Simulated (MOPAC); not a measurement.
MOPAC input (AM1):

```
AM1 FORCE THERMO(298,298) PRECISE LET UHF MS=0.5 GEO-OK AUX(PRECISION=9) THREADS=1
C2H2F

C     0.00118372 1    0.40802587 1    0.00098948 1
C     1.25556352 1    0.00095043 1   -0.00641649 1
F    -1.06376719 1   -0.42173750 1    0.00440931 1
H    -0.27617074 1    1.48065042 1    0.00502445 1
H     2.31407027 1   -0.00739126 1   -0.01184824 1
```

From the last part of the output:

```
     H    5   0.349824   6.085915   0.114229   0.056519   6.354571

          HEAT OF FORMATION =      14.997880 KCALS/MOLE

          ZERO POINT ENERGY      18.802 KCAL/MOL

           NORMAL COORDINATE ANALYSIS (Total motion = 1 Angstrom)

   Root No.       1         2         3         4         5         6         7         8

                 1 A'      2 A'      1 A"      2 A"      3 A'      4 A'      5 A'      6 A'

                 244.1     583.3     652.6     810.2    1263.9    1349.9    1726.9    3109.1

           1   -0.0199   -0.1209    0.0000   -0.0000   -0.0173    0.0170    0.3052   -0.0389
           2   -0.0241   -0.1925    0.0000   -0.0000    0.0413    0.1938   -0.1099   -0.0582
           3    0.0000    0.0000    0.0462   -0.1330    0.0000   -0.0000   -0.0000    0.0000
           4   -0.0367   -0.0968   -0.0000    0.0000   -0.0742   -0.1283   -0.2163   -0.0013
           5   -0.0660    0.2141   -0.0000    0.0000   -0.0143    0.0080    0.0091   -0.0024
           6   -0.0000    0.0000   -0.1066    0.0169    0.0000    0.0000    0.0000   -0.0000
           7    0.0271    0.1558    0.0000    0.0000    0.0267    0.0887   -0.0395   -0.0004
           8    0.0156   -0.0064    0.0000    0.0000    0.0036   -0.1452    0.0569   -0.0030
           9   -0.0000   -0.0000    0.0058    0.0299   -0.0000    0.0000    0.0000   -0.0000
          10   -0.0538   -0.1787   -0.0000    0.0000    0.6665   -0.2013   -0.0495    0.4887
          11    0.0013   -0.1244   -0.0000    0.0000   -0.3924    0.2959    0.1137    0.7810
          12    0.0000   -0.0000   -0.1162    0.5982   -0.0000    0.0000    0.0000   -0.0000
          13    0.2168   -0.1636    0.0000    0.0000   -0.0793   -0.1446   -0.2654   -0.0020
          14    0.7786   -0.0121    0.0000    0.0000    0.0037    0.0353    0.0148   -0.0021
          15   -0.0000    0.0000    0.7252    0.2220    0.0000    0.0000    0.0000   -0.0000

   Root No.       9

                 7 A'

                3412.1

           1    0.0068
           2    0.0012
           3    0.0000
           4   -0.0812
           5    0.0217
           6   -0.0000
           7    0.0010
           8   -0.0008
           9    0.0000
          10    0.0044
          11    0.0030
          12    0.0000
          13    0.8638
          14   -0.2617
          15   -0.0000

           MASS-WEIGHTED COORDINATE ANALYSIS (NORMAL COORDINATES)

   Root No.       1         2         3         4         5         6         7         8

                 1 A'      2 A'      1 A"      2 A"      3 A'      4 A'      5 A'      6 A'

                 244.1     583.3     652.6     810.2    1263.9    1349.9    1726.9    3109.1

           1   -0.0790   -0.3105    0.0000   -0.0000   -0.0710    0.0506    0.7471   -0.1410
           2   -0.0958   -0.4944    0.0000   -0.0000    0.1690    0.5772   -0.2690   -0.2109
           3    0.0000    0.0000    0.1907   -0.5747    0.0000   -0.0000   -0.0000    0.0000
           4   -0.1458   -0.2487   -0.0000    0.0000   -0.3039   -0.3820   -0.5293   -0.0048
           5   -0.2624    0.5499   -0.0000    0.0000   -0.0588    0.0239    0.0222   -0.0087
           6   -0.0000    0.0000   -0.4394    0.0730    0.0000    0.0000    0.0000   -0.0000
           7    0.1354    0.5033    0.0000    0.0000    0.1376    0.3322   -0.1217   -0.0018
           8    0.0780   -0.0208    0.0000    0.0000    0.0186   -0.5437    0.1752   -0.0137
           9   -0.0000   -0.0000    0.0302    0.1624   -0.0000    0.0000    0.0000   -0.0000
          10   -0.0619   -0.1330   -0.0000    0.0000    0.7909   -0.1736   -0.0351    0.5130
          11    0.0015   -0.0926   -0.0000    0.0000   -0.4657    0.2552    0.0806    0.8198
          12    0.0000   -0.0000   -0.1388    0.7488   -0.0000    0.0000    0.0000   -0.0000
          13    0.2497   -0.1217    0.0000    0.0000   -0.0941   -0.1247   -0.1882   -0.0021
          14    0.8966   -0.0090    0.0000    0.0000    0.0044    0.0304    0.0105   -0.0022
          15   -0.0000    0.0000    0.8663    0.2778    0.0000    0.0000    0.0000   -0.0000

   Root No.       9

                 7 A'

                3412.1

           1    0.0247
           2    0.0045
           3    0.0000
           4   -0.2954
           5    0.0789
           6   -0.0000
           7    0.0044
           8   -0.0035
           9    0.0000
          10    0.0047
          11    0.0032
          12    0.0000
          13    0.9109
          14   -0.2759
          15   -0.0000

          DESCRIPTION OF VIBRATIONS

 VIBRATION          1    1A'         ATOM PAIR     ENERGY CONTRIBUTION    RADIAL
 FREQUENCY           244.07         C 2 -- H 5         +52.0% (109.6%)      0.1%
 TRANSITION DIPOLE   0.6896         C 1 -- C 2         +18.5% ( 65.4%)     13.8%
 TRAVEL (Ang.)       0.5642         C 1 -- F 3         +18.4% ( 65.1%)      0.7%
 REDUCED MASS        0.8680         C 1 -- H 4         +11.0% ( 50.5%)     85.3%
 EFFECTIVE MASS      4.7695
 FORCE CONSTANT      0.0305

 VIBRATION          2    2A'         ATOM PAIR     ENERGY CONTRIBUTION    RADIAL
 FREQUENCY           583.32         C 1 -- C 2         +39.8% (130.4%)      0.3%
 TRANSITION DIPOLE   1.1955         C 1 -- F 3         +30.2% (113.7%)      0.5%
 TRAVEL (Ang.)       0.1656         C 1 -- H 4         +18.5% ( 88.9%)     97.7%
 REDUCED MASS        4.2133         C 2 -- H 5         +11.5% ( 70.0%)     25.5%
 EFFECTIVE MASS     19.3074
 FORCE CONSTANT      0.8447

 VIBRATION          3    1A"         ATOM PAIR     ENERGY CONTRIBUTION    RADIAL
 FREQUENCY           652.57         C 2 -- H 5         +84.5% ( 97.8%)      0.0%
 TRANSITION DIPOLE   0.6145         C 1 -- C 2          +7.4% ( 28.9%)      0.0%
 TRAVEL (Ang.)       0.3165         C 1 -- H 4          +6.5% ( 27.1%)      0.0%
 REDUCED MASS        1.0315         C 1 -- F 3          +1.6% ( 13.5%)      0.0%
 EFFECTIVE MASS      2.6406
 FORCE CONSTANT      0.2588

 VIBRATION          4    2A"         ATOM PAIR     ENERGY CONTRIBUTION    RADIAL
 FREQUENCY           810.19         C 1 -- H 4         +73.6% ( 90.8%)      0.0%
 TRANSITION DIPOLE   0.5822         C 1 -- F 3         +12.0% ( 36.6%)      0.0%
 TRAVEL (Ang.)       0.2248         C 1 -- C 2         +11.2% ( 35.4%)      0.0%
 REDUCED MASS        1.6470         C 2 -- H 5          +3.1% ( 18.7%)      0.0%
 EFFECTIVE MASS      3.7509
 FORCE CONSTANT      0.6370

 VIBRATION          5    3A'         ATOM PAIR     ENERGY CONTRIBUTION    RADIAL
 FREQUENCY          1263.85         C 1 -- H 4         +76.1% ( 92.2%)      0.5%
 TRANSITION DIPOLE   0.1159         C 1 -- C 2         +11.5% ( 35.8%)     51.1%
 TRAVEL (Ang.)       0.2511         C 2 -- H 5          +7.9% ( 29.8%)     68.3%
 REDUCED MASS        0.8463         C 1 -- F 3          +4.4% ( 22.3%)     88.2%
 EFFECTIVE MASS      2.7509
 FORCE CONSTANT      0.7964

 VIBRATION          6    4A'         ATOM PAIR     ENERGY CONTRIBUTION    RADIAL
 FREQUENCY          1349.88         C 1 -- F 3         +47.5% ( 86.7%)     88.3%
 TRANSITION DIPOLE   1.3682         C 1 -- C 2         +29.3% ( 68.2%)     37.9%
 TRAVEL (Ang.)       0.1025         C 1 -- H 4         +15.1% ( 49.0%)     99.8%
 REDUCED MASS        4.7528         C 2 -- H 5          +8.1% ( 35.7%)     89.4%
 EFFECTIVE MASS     14.1135
 FORCE CONSTANT      5.1026

 VIBRATION          7    5A'         ATOM PAIR     ENERGY CONTRIBUTION    RADIAL
 FREQUENCY          1726.88         C 1 -- C 2         +46.8% ( 98.2%)     95.1%
```
